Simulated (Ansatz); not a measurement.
**H3S+ (singlet): from Hartree-Fock to the top rungs, cc-pVTZ**

The task here is to estimate one member of a computed series from the others.

Computed with Ansatz 0.2.0, Gaussian basis. Level: cc-pVTZ, core rule «outside noble gas», up to 5 orbitals frozen.

Plan: UHF; CCSD(T) on RHF; BCCD(T) on RHF; CCSDT(Q) on RHF; CASSCF and NEVPT2, 8 electrons in 7 orbitals.

12 further runs of the same task are left out: 6 that didn't finish, 6 set aside as unsound or not needed.

### What is computed

The geometry is a PBE0/def2-TZVP stationary point (not a proven minimum).

4 atoms, charge 1, spin multiplicity 1.

Atoms are counted from 1 here; the program's logs count them from 0.

Bond lengths: S1–H2 1.357 Å, S1–H3 1.357 Å, S1–H4 1.357 Å. Angles: H2–S1–H3 94.1°, H2–S1–H4 94.1°, H3–S1–H4 94.1°.

The first run:

The input, in.yaml:

```yaml
crystal:
  periodic: [false, false, false]
  atoms:
    - {symbol: S, position_ang: [0.000369, 0.000007, -0.062458]}
    - {symbol: H, position_ang: [1.143423, 0.012160, 0.669098]}
    - {symbol: H, position_ang: [-0.588179, 0.987461, 0.658956]}
    - {symbol: H, position_ang: [-0.566998, -0.999827, 0.658874]}
basis:
  gaussian: {orbitals: cc-pVTZ}
total_charge: 1
magnetization: {spin_polarized: true, initial_magnetization: 0}
hamiltonian: {xc: hf}
output: {orbitals: {seedname: orbitals}}
```

Launch:

```
ansatz run in.yaml --threads 1 --pin off --events-out ev --progress --plain --max-ram 2393MiB
```

Among the steps run: UHF; CCSD(T) on RHF; BCCD(T) on RHF; CCSDT(Q) on RHF; CASSCF and NEVPT2, 8 electrons in 7 orbitals.

One table of the session follows, with a row left open; its other results are not shown here.

```
        method  from RCCSDT(Q) (meV)
           RHF               +6061.9
          RMP2                +959.2
         RCCSD                     ?
      RCCSD(T)                 +27.7
       BCCD(T)                 +27.2
        RCCSDT                  +7.6
     RCCSDT(Q)                     0
CASSCF valence               +4577.4
NEVPT2 valence               +1010.4
```

Estimate the missing values for RCCSD.

**Answer.** from RCCSDT(Q) (meV): +224.4. In the column «from RCCSDT(Q) (meV)» it lies between RCCSD(T) (+27.7) and RMP2 (+959.2).
